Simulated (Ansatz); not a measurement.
Working through an active-space calculation of BFH₄Si, SMILES FB[SiH3]

Computed with the Ansatz DFT code, driven from Python.

Notebook, run cell by cell (the value of a cell's last expression is shown):

**Cell 1**
```python
import ansatz as az
```

**Cell 2**
```python
BASIS_SET = "cc-pVDZ"
```

**Cell 3**
```python
molecule = (
    az.Crystal.molecule()
    .atom("F", [-1.0196, -1.5379, 1.2651])
    .atom("B", [-0.2123, -1.1101, 0.1578])
    .atom("Si", [0.1356, 0.7694, -0.177])
    .atom("H", [0.3388, -1.9223, -0.5441])
    .atom("H", [1.0627, 0.8879, -1.3426])
    .atom("H", [0.8189, 1.3619, 1.0206])
    .atom("H", [-1.0629, 1.483, -0.4255])
)
```

**Cell 4**
```python
setup = (
    molecule.calculation()
    .basis(gaussian=BASIS_SET)
    .scf(lower_state_search="off")
    .correlation(active_electrons=6, active_orbitals=6)
)
for method in ["sc_nevpt2"]:
    rep = (setup if method is None else setup.correlation(method)).run().report
    space = rep["configurations"]
    state = space["states"][0]
    print(method or "casscf", f"total {rep['free_energy_ev'] / 27.211386246:.6f} Ha, active-space state {state['energy']['hartree']:.6f} Ha, mean field {rep['reference_energy_ev'] / 27.211386246:.6f} Ha")
    print("  determinants", state["n_determinants"], " natural occupations", [round(n, 3) for n in space["natural_occupations"]])
```
Output:
```text
sc_nevpt2 total -415.768009 Ha, active-space state -415.433329 Ha, mean field -415.395723 Ha
  determinants 400  natural occupations [1.987, 1.98, 1.977, 0.024, 0.018, 0.013]
```

The settings weren't tested for convergence. The geometry is a force-field or estimated start, not a minimum of this method, and the basis set is short of its limit. The active space starts as a window about the frontier orbitals and is then optimised, not chosen by chemistry. Run time: 2.4 s on 1 thread of Arm Neoverse V2, on a shared host, peak memory 0.17 GiB.
